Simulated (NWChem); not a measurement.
# Polarisability of disilane (H6Si2)

SMILES: [SiH3][SiH3]
```xyz
8

Si     1.1759     0.0521     0.0000
Si    -1.1759    -0.0521     0.0000
H      1.6663     0.7806     1.2230
H      1.6663     0.7806    -1.2230
H      1.7601    -1.3356     0.0000
H     -1.6663    -0.7806     1.2230
H     -1.6663    -0.7806    -1.2230
H     -1.7601     1.3356     0.0000
```
Charge 0, spin multiplicity 1.

Everything below was run with NWChem. Structure: optimised with PBE/def2-SVP, a minimum by its harmonic frequencies.

Basis set: 6-31G*. The field's frequency is 0.0428 Ha (1065 nm). This basis has no diffuse functions, which lowers polarisabilities.

The correlated methods keep 10 core orbitals frozen. The Pople sets run with spherical d functions. Coupled-cluster values serve here as a point of comparison, not as the truth.

Q: Order these methods by the isotropic polarisability they give, lowest first: CCSD linear response, PBE, PBE0, HF.

A: HF (47.48 bohr³), CCSD linear response (49.74 bohr³), PBE0 (51.14 bohr³), PBE (52.43 bohr³)
